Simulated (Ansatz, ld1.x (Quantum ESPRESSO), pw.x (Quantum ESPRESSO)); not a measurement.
# Ba (Z = 56): one change to the TM potential, in the atom and in the bcc crystal

```json
{"Element": "Ba", "Generator": "ld1.x (Quantum ESPRESSO) 7.5", "Type": "norm-conserving Troullier–Martins (Kleinman–Bylander form)", "Functional": "PBE", "Relativity": "scalar-relativistic", "Frozen core": "[Xe]", "Valence charge": "2", "Reference configuration": "5d0 6s1.75 6p0.25", "Partial waves": "6p (bound): rc 3.95 bohr; 5d (bound, empty): rc 3.40 bohr; 6s (bound): rc 3.00 bohr", "Local potential": "the s channel", "Core correction": "a·sin(br)/r model core inside 2.90 bohr"}
```

Change: wave 6s (bound): rc 3.00 bohr becomes 6s (bound): rc 3.78 bohr.

Cutoffs, loose and tight: the cutoffs (Ry, on a coarse ladder) from which the occupation-weighted sum of valence levels, in a spherical-Bessel basis at the reference potential, stays within 10 and 1 mRy of its value at 400 Ry. They do not see the model core or the augmentation charge, which bear on the density cutoff. Test errors are all-electron minus pseudo excitation energies from the reference, over the configurations 5d0 6s2 6p0; 5d0 6s1 6p0; 5d0 6s1.5 6p0; 5d0.5 6s1.5 6p0; 5d1 6s0 6p0; 5d0 6s0 6p1; 5d1 6s1 6p0; variants that change the core or the reference have their own tests.

Crystal test: bcc Ba in pw.x 7.5, no spin, 9³ k-points, Fermi–Dirac smearing 0.01 Ry, cutoffs set for each file from its atomic test. The reference is all-electron LAPW (Ansatz 0.2.0) with the same functional, mesh and smearing; V0 and B0 come from Birch–Murnaghan fits to the pressures at five volumes. Errors are pseudo minus all-electron; Δ is the rms difference of the E(V) curves that follow from these fits, minima aligned, over ±6 % about the mean V0. Mesh and smearing are coarse, so the numbers serve the comparison and aren't converged zero-temperature values; the lattice is a test structure that the element need not adopt.

All-electron: a0 = 5.031 Å (V0 = 63.67 Å³/atom), B0 = 8.4 GPa.

Problem. Does the change bring the crystal closer to the all-electron result?

Solution. The mean pressure error goes from +0.24 to +0.49 GPa, so the change moves the solid further from the all-electron pressures.

```csv
quantity,base,changed
outcome (atom),generated,generated
"cutoff, loose (atom)",8 Ry,6 Ry
"cutoff, tight (atom)",15 Ry,6 Ry
bound ghosts (atom),none,none
largest test error (meV) (atom),-27,-54
cutoffs in pw.x (Ry),50/200,50/200
a0 (Å),5.073,–
a0 error (%),+0.84,–
B0 error (%),+8.6,–
Δ (meV/atom),3.2,–
mean pressure error (GPa),+0.24,+0.49
```

A dash: not determined, or the minimum lies outside the volumes sampled.

Base: This is a poor potential for the solid. The logarithmic derivative shows an extra or strongly shifted pseudo pole above the reference energy (s near 1.12 Ry). Changed file: This is a poor potential for the solid. The atomic cutoffs weigh occupied waves only.
